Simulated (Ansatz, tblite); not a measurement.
# The cluster Ga2O2: a ladder of methods and basis sets

How do method and basis change the picture of the cluster Ga2O2 (singlet)?

Method: as each input shows; program: Ansatz 0.2.0, Gaussian basis.

Plan: GFN1-xTB, GFN2-xTB, PBE-D4/def2-TZVP, r2SCAN-D4/def2-TZVP, r2SCANh-D4/def2-TZVP, B3LYP-D4/def2-TZVP, CAM-B3LYP-D4/def2-TZVP, HSE06-D4/def2-TZVP, ωB97X-V/def2-TZVP, PBE+5HF/def2-TZVP, PBE+10HF/def2-TZVP, PBE+15HF/def2-TZVP, PBE+35HF/def2-TZVP, PBE+50HF/def2-TZVP, PBE-D4/def2-SVP, PBE0-D4/def2-SVP, HF/STO-3G, HF/6-31G, B3LYP-D4/6-31G, PBE0-D4/def2-TZVPD, PBE-D4/def2-TZVPD, r2SCAN-D4/def2-TZVPD, CCSD(T)/def2-TZVPP, MP2/def2-TZVP, RPA/def2-TZVP.

## Step 1: The geometry

The geometry is that of the singlet, from an earlier relaxation (PBE-D4/def2-SVP). At that level it is the lowest of the isomers that a small search found.

4 atoms, charge 0, spin multiplicity 1.

Bond lengths: Ga1–O3 1.753 Å, Ga1–O4 1.666 Å, Ga2–O3 1.835 Å. Angles: O3–Ga1–O4 180.0°, Ga1–O3–Ga2 179.8°.

PBE0-D4/def2-TZVP was run before; its log isn't repeated, and its numbers join the tables.

## Step 2: GFN1-xTB

Tight binding, by tblite at 300 K electronic temperature and without a spin-polarisation term:

```python
tblite.interface.Calculator('GFN1-xTB', numbers, positions, charge=0, uhf=0).singlepoint()
```

Energy -328.6978 eV, HOMO -11.73 eV, LUMO -6.50 eV; 0.002 s.

## Step 3: GFN2-xTB

Tight binding, by tblite at 300 K electronic temperature and without a spin-polarisation term:

```python
tblite.interface.Calculator('GFN2-xTB', numbers, positions, charge=0, uhf=0).singlepoint()
```

Energy -289.0863 eV, HOMO -11.85 eV, LUMO -8.77 eV; 0.002 s.

## Step 4: PBE-D4/def2-TZVP

start.molden holds the orbitals of an earlier run on this state, given as this run's starting guess.

Input file in.yaml:

```yaml
crystal:
  periodic: [false, false, false]
  atoms:
    - {symbol: Ga, position_ang: [0.663995, 0.635404, 0.004692]}
    - {symbol: Ga, position_ang: [-1.928715, -1.845612, -0.013550]}
    - {symbol: O, position_ang: [-0.601920, -0.577873, -0.006532]}
    - {symbol: O, position_ang: [1.866640, 1.788091, 0.015400]}
basis:
  gaussian: {orbitals: def2-TZVP, initial_orbitals: start.molden}
hamiltonian: {xc: pbe, dispersion: d4}
scf: {omitted_lower_state_checks: [starts]}
output: {orbitals: {seedname: orbitals}}
```

On the command line:

```sh
$ ansatz run in.yaml --threads 4 --pin off --events-out ev --progress --plain --max-ram 3916MiB
```

After this run come: r2SCAN-D4/def2-TZVP; r2SCANh-D4/def2-TZVP; B3LYP-D4/def2-TZVP; CAM-B3LYP-D4/def2-TZVP; HSE06-D4/def2-TZVP; ωB97X-V/def2-TZVP; PBE+5HF/def2-TZVP; PBE+10HF/def2-TZVP; PBE+15HF/def2-TZVP; PBE+35HF/def2-TZVP; PBE+50HF/def2-TZVP; PBE-D4/def2-SVP; PBE0-D4/def2-SVP; HF/STO-3G; HF/6-31G; B3LYP-D4/6-31G; PBE0-D4/def2-TZVPD; PBE-D4/def2-TZVPD; r2SCAN-D4/def2-TZVPD; CCSD(T)/def2-TZVPP; MP2/def2-TZVP; RPA/def2-TZVP.

Before running them: what should the planned runs give, taken together? Wanted: gap in def2-TZVP, named functionals, smallest and largest; gap over the share of exact exchange; correlation energy, CCSD(T)/def2-TZVPP; correlation energy, MP2/def2-TZVP; binding an atom, functionals in def2-TZVP; PBE0 total energy, smallest basis above largest.

As calculated:

| quantity | value |
| --- | --- |
| gap in def2-TZVP, named functionals, smallest and largest | 3.32 eV (PBE-D4), 9.97 eV (ωB97X-V) |
| gap over the share of exact exchange | 3.32 eV at 0, 7.77 eV at 0.5 |
| correlation energy, CCSD(T)/def2-TZVPP | -25.11 eV |
| correlation energy, MP2/def2-TZVP | -24.68 eV |
| binding an atom, functionals in def2-TZVP | 3.12 (PBE0-D4) to 3.40 eV (PBE-D4) |
| PBE0 total energy, smallest basis above largest | 18.68 eV (def2-SVP, def2-TZVPD) |

**Reading.** Over the named functionals in def2-TZVP the gap runs from 3.32 eV (PBE-D4) to 9.97 eV (ωB97X-V); exact exchange widens it. Raising the share of exact exchange from 0 to 0.5 moves the HOMO by -2.80 eV and the LUMO by +1.65 eV. Notes on CCSD(T)/def2-TZVPP: large T1 diagnostic.
